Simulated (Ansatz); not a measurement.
Two isomers of C5H6: A = `C#CC(=C)C`, B = `C1=C[C@H]2C[C@@H]12`.

Computed with Ansatz on PBE0-D4/def2-TZVP structures; ΔE is electronic, products minus reactants. CCSD(T)/CBS adds triple-zeta CCSD(T) − MP2 to the extrapolated MP2 energy (def2 sets, frozen cores). DFT in def2-TZVPP.

A:

```xyz
11

C    -1.598    1.228   -1.393
C    -0.748    0.729   -0.705
C     0.229    0.085    0.110
C     1.307    0.748    0.535
C    -0.035   -1.353    0.446
H    -2.342    1.684   -2.002
H     2.049    0.258    1.154
H     1.470    1.786    0.276
H    -0.113   -1.952   -0.465
H    -0.983   -1.454    0.978
H     0.764   -1.759    1.067
```

B:

```xyz
11

C    -0.201   -0.849    1.033
C     0.825   -1.052    0.201
C     0.260   -0.137   -0.861
C     0.029    1.228   -0.264
C    -0.901    0.092    0.081
H    -0.390   -1.105    2.069
H     1.790   -1.536    0.302
H     0.191   -0.321   -1.924
H     0.714    1.598    0.492
H    -0.370    1.981   -0.939
H    -1.948    0.102   -0.189
```

**Question.** Which is lower in electronic energy at CCSD(T)/CBS, and by how much? (Best estimate.)

**Answer.** Computed: A, by 16.9 kcal/mol.

**Question.** Give E(B) − E(A) in kcal/mol with CCSD/def2-TZVPP, MP2/def2-TZVPP, PBE-D4, PBE0-D4, CCSD(T)/def2-SVP, LDA (SPW92), r2SCAN-D4. (Best estimate.)

**Answer.** Ansatz gave: CCSD/def2-TZVPP 17.4, MP2/def2-TZVPP 15.2, PBE-D4 12.5, PBE0-D4 10.0, CCSD(T)/def2-SVP 15.6, LDA (SPW92) 4.7, r2SCAN-D4 15.6. None reverses the order clearly.

**Question.** Does the order hold for the free energy at 298.15 K (harmonic terms from PBE0-D4)? (An estimate is asked.)

**Answer.** The calculation gave: Yes: G(B) − G(A) = +19.9 kcal/mol.

Largest T1 diagnostic: 0.011.

From PBE to PBE0 (25 % exact exchange), in def2-TZVPP and without D4, E(B) − E(A) moves by −2.6 kcal/mol. In def2-TZVPP, CCSD(T) changes the Hartree–Fock value by −8.4 kcal/mol (the triples alone add −0.4 kcal/mol) and MP2 by −10.2 kcal/mol.
